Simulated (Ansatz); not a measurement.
We consider cubic BN, described by Hartree–Fock in Ansatz (PAW).

Total energies, extrapolated to zero smearing (they compare only within this program, potentials and cutoff; free atoms with spin allowed, lowest state found):

| system | energy (eV/atom) |
|---|---|
| cubic BN, relaxed | -265.9866 |
| free B atom | -147.4502 |
| free N atom | -375.0769 |

Question: Work out the cohesive energy per atom.

Answer: E_coh = [1 × (-147.4502) + 1 × (-375.0769)]/2 − (-265.9866) = 4.72 eV/atom. The reference value is 6.76 eV/atom (measured, static lattice: zero-point vibration energy added; as tabulated in Mejia-Rodriguez and Trickey (2018), arXiv:1807.09216), a difference of -2.04 eV/atom.

The PAW data were made under PBE.

Ansatz is a program for electronic structure.
